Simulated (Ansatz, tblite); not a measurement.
Cost and result up the ladder for BH2(CCH) (C2H3B) (6 atoms). The state is a singlet with charge 0. Geometry: PBE0-D4/def2-TZVP.

Cartesian coordinates in Å:
```
B -0.891 -0.563 0.416
H -1.981 -0.083 0.351
H -0.735 -1.635 0.918
C 0.289 0.183 -0.135
C 1.240 0.784 -0.579
H 2.078 1.314 -0.971
```

Ansatz on 4 threads of Arm Neoverse V2 on a shared host; xTB runs through tblite on one thread. Times are rough, summed over both states, and most runs start from the orbitals of an earlier one. PBE0-D4/def2-TZVP serves as the yardstick here, not as an exact answer. The other state is a triplet.

The xTB rows come from tblite.

xTB has no spin-polarisation term.

```
                         level  functions  wall time  vertical triplet (eV)  difference from PBE0-D4/def2-TZVP (eV)
                      GFN2-xTB         15    0.002 s                   3.69                                    0.18
                      GFN1-xTB         18    0.004 s                   3.76                                    0.25
PBE-D4/def2-TZVP (with forces)        111      1.2 s                   3.32                                   -0.18
             PBE0-D4/def2-TZVP        111      1.7 s                   3.50                                    0.00
           r2SCAN-D4/def2-TZVP        111      2.2 s                   3.28                                   -0.22
```
